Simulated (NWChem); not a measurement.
## How basis sets differ on Si2H6 (disilane)

Si2H6: 8 atoms, total charge 0, spin state singlet. SMILES: `[SiH3][SiH3]`. The shape is that of a PBE0-D4/def2-TZVP optimisation.

```xyz
8

Si   -0.3405    0.4902   -1.0049
Si    0.3635   -0.5044    0.9910
H     0.8339    0.9482   -1.7949
H    -1.1129   -0.4839   -1.8219
H    -1.2080    1.6641   -0.7179
H     1.1390    0.4686    1.8063
H     1.2281   -1.6805    0.7040
H    -0.8110   -0.9592    1.7826
```

Quantity: the vertical ionisation energy (to the doublet cation), in eV. The values are calculated.

| level | kind | program | value (eV) |
| --- | --- | --- | --- |
| CAM-B3LYP/MIDI! | range-separated hybrid | NWChem | 10.69 |
| CAM-B3LYP/MINI | range-separated hybrid | NWChem | 13.25 |
| CAM-B3LYP/SBKJC-VDZ (core potential) | range-separated hybrid | NWChem | 10.65 |
| CAM-B3LYP/jorge-DZP | range-separated hybrid | NWChem | 10.64 |
| CAM-B3LYP/LANL2DZ (core potential) | range-separated hybrid | NWChem | 10.91 |
| CAM-B3LYP/DGauss-DZVP | range-separated hybrid | NWChem | 10.63 |

The values span 10.63 to 13.25 eV. Without the sets that lack polarisation functions the rows with a basis span only 10.63 to 10.69 eV.
